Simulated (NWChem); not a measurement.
# BH5S (SMILES [BH3-][SH2+]) at HF/def2-TZVPD

Aim: the vertical ionisation energy of BH5S at HF/def2-TZVPD, from 2 runs. 

Program for the calculation: NWChem 7.3.0.

2 further runs of the same task are left out: 2 set aside as unsound or not needed.

### Step 1. The system as given

BH5S has 7 atoms, charge 0, and is taken as a singlet. As SMILES, `[BH3-][SH2+]`. Geometry: relaxed at PBE0-D4/def2-TZVP.

Bond lengths: B1–S2 1.975 Å, B1–H3 1.207 Å, B1–H4 1.203 Å, B1–H5 1.207 Å, S2–H6 1.346 Å, S2–H7 1.346 Å. Angles: B1–S2–H6 103.7°, B1–S2–H7 103.7°, S2–B1–H3 100.3°, S2–B1–H4 107.0°, S2–B1–H5 100.3°, H6–S2–H7 92.5°, H3–B1–H4 116.2°, H3–B1–H5 113.7°, H4–B1–H5 116.2°.

### Step 2. A single-point energy at HF/def2-TZVPD

geom.nw

```
start geom
title "BH5S"
memory stack 880 mb heap 220 mb global 1100 mb

geometry noautosym nocenter noautoz
 B       -0.525600      -0.461500      -0.504300
 S        0.568600       0.977600       0.290900
 H       -1.623200       0.036400      -0.431500
 H       -0.344400      -1.447600       0.159700
 H       -0.075400      -0.482100      -1.624500
 H        0.286000       0.903800       1.604900
 H        1.775400       0.405500       0.458900
end

basis spherical bse
 * library def2-TZVPD
end

scf
 thresh 1e-08
 maxiter 80
 noprint "final vectors analysis"
end

task scf
```

Launch:

```sh
$ nwchem geom.nw > geom.out
```

Output, cut to the lines that bear on the results:

```text
[...]
  functions       =   128
[...]
  wavefunction    = RHF
[...]
         Total SCF energy =   -425.108975372656
      One-electron energy =   -693.659501610679
      Two-electron energy =    213.805306911103
 Nuclear repulsion energy =     54.745219326920
        Time for solution =     33.6s
[...]
```

Wall time 35 s (1 thread of AMD EPYC 7R43 (Zen 3), shared host); peak memory 0.1 GiB.

### Step 3. The doublet cation, same level

struct.nw

```
start struct
memory 2200 mb
charge 1

geometry units angstrom noautosym nocenter noautoz
B     -0.525600    -0.461500    -0.504300
S      0.568600     0.977600     0.290900
H     -1.623200     0.036400    -0.431500
H     -0.344400    -1.447600     0.159700
H     -0.075400    -0.482100    -1.624500
H      0.286000     0.903800     1.604900
H      1.775400     0.405500     0.458900
end

basis spherical bse
* library def2-TZVPD
end

scf
doublet
uhf
thresh 1e-08
maxiter 80
print low
end

task scf energy
```

Launch:

```sh
$ nwchem struct.nw > struct.out
```

Output, cut to the lines that bear on the results:

```text
[...]
  functions       =   128
[...]
  wavefunction    = UHF
[...]
         Total SCF energy =   -424.728814478817
      One electron energy =   -687.059681538445
      Two electron energy =    207.585647732709
 Nuclear repulsion energy =     54.745219326920
                       Sz =      0.5000
                 Sz(Sz+1) =      0.7500
                      S^2 =      0.7652
[...]
```

It took 2.2 min on 1 thread of AMD EPYC 7R43 (Zen 3), shared host; peak memory 0.11 GiB.

### Step 4. Outcome

Level: HF/def2-TZVPD.

```
                                          quantity          value
                        singlet BH5S: total energy  -425.10898 Eh
                       singlet BH5S: dipole moment         3.94 D
                      doublet cation: total energy  -424.72881 Eh
                              doublet cation: ⟨S²⟩          0.765
vertical ionisation energy (to the doublet cation)      10.345 eV
```

What this shows: Removing an electron at fixed nuclei costs 10.34 eV (239 kcal/mol). Mulliken charges (singlet BH5S) run from -0.25 on S2 to +0.26 on H6; in a basis this large or diffuse they mean little.
